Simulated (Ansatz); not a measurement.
A run of Ansatz (development build ahead of 0.2.0) on singlet C₄H₄ at this shape:

```yaml
atoms:
  - { symbol: C, position_ang: [0.6707, 0.7778, -0.0078] }
  - { symbol: C, position_ang: [-0.6766, 0.7786, -0.0008] }
  - { symbol: C, position_ang: [-0.6666, -0.7840, 0.0099] }
  - { symbol: C, position_ang: [0.6586, -0.7816, -0.0035] }
  - { symbol: H, position_ang: [1.4471, 1.5461, 0.0030] }
  - { symbol: H, position_ang: [-1.4460, 1.5468, -0.0057] }
  - { symbol: H, position_ang: [-1.4389, -1.5436, 0.0022] }
  - { symbol: H, position_ang: [1.4378, -1.5448, -0.0045] }
```

Its results:

```
Converged                       : yes
Total energy                    : -153.69482 hartree
Spin squared of the determinant : 0.000
```

Question: Which input gives this output? Name the method, the orbitals and the basis set, and write the input.

Answer: RHF in cc-pVTZ. An unrestricted run that stays on the closed shell gives the same numbers.

```yaml
crystal:
  periodic: [false, false, false]
  atoms:
    - { symbol: C, position_ang: [0.6707, 0.77779, -0.00781] }
    - { symbol: C, position_ang: [-0.6766, 0.7786, -0.00085] }
    - { symbol: C, position_ang: [-0.66663, -0.78399, 0.00991] }
    - { symbol: C, position_ang: [0.65862, -0.7816, -0.00347] }
    - { symbol: H, position_ang: [1.44715, 1.54608, 0.00303] }
    - { symbol: H, position_ang: [-1.44604, 1.54684, -0.00567] }
    - { symbol: H, position_ang: [-1.43891, -1.54365, 0.00222] }
    - { symbol: H, position_ang: [1.43779, -1.54484, -0.00454] }
basis:
  gaussian: { orbitals: cc-pVTZ }
hamiltonian:
  xc: hf
```

Caution: in another basis set an unrestricted determinant lies well below.
